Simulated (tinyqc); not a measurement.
Inside a calculation. Method: LCCD on RHF in the sto-6g basis, frozen core, for LiH, spin multiplicity 1. One step of it, computed by the program tinyqc.

Question. LCCD: starting amplitudes. t_ij^ab = <ij||ab> / (e_i + e_j - e_a - e_b), whose energy is MP2.

orbital energies (hartree): [-2.400446, -0.251230, 0.073292, 0.160513, 0.160513, 0.435003]

Two-electron integrals over orbitals (pq|rs), unique and non-zero (hartree); the lowest 1 orbital is frozen and left out:
```
(22|22) 0.463792    (32|22) -0.054236   (32|32) 0.017175    (33|22) 0.213556
(33|32) 0.012288    (33|33) 0.333348    (42|42) 0.021176    (43|42) 0.019675
(43|43) 0.041615    (44|22) 0.251288    (44|32) 0.010914    (44|33) 0.281160
(44|44) 0.313125    (52|52) 0.021176    (53|52) 0.019675    (53|53) 0.041615
(54|54) 0.016875    (55|22) 0.251288    (55|32) 0.010914    (55|33) 0.281160
(55|44) 0.279374    (55|55) 0.313125    (62|22) 0.113767    (62|32) -0.039853
(62|33) -0.019779   (62|44) -0.032642   (62|55) -0.032642   (62|62) 0.130362
(63|22) -0.054039   (63|32) 0.013267    (63|33) 0.036135    (63|44) 0.005647
(63|55) 0.005647    (63|62) -0.035407   (63|63) 0.027823    (64|42) -0.018869
(64|43) -0.012846   (64|64) 0.019821    (65|52) -0.018869   (65|53) -0.012846
(65|65) 0.019821    (66|22) 0.435039    (66|32) -0.045648   (66|33) 0.238565
(66|44) 0.262232    (66|55) 0.262232    (66|62) 0.108297    (66|63) -0.044468
(66|66) 0.432125
```

Give: Starting amplitudes; correlation energy.

Answer.

Starting amplitudes (spin orbitals 1a, 1b, ...; amplitudes related by a flip of all spins are not repeated):
```
from      to        t
2a 2b  6a 6b  -0.0950
2a 2b  3a 6b   0.0394
2a 2b  3a 3b  -0.0265
2a 2b  5a 5b  -0.0257
2a 2b  4a 4b  -0.0257
```

correlation energy = -0.017069 hartree
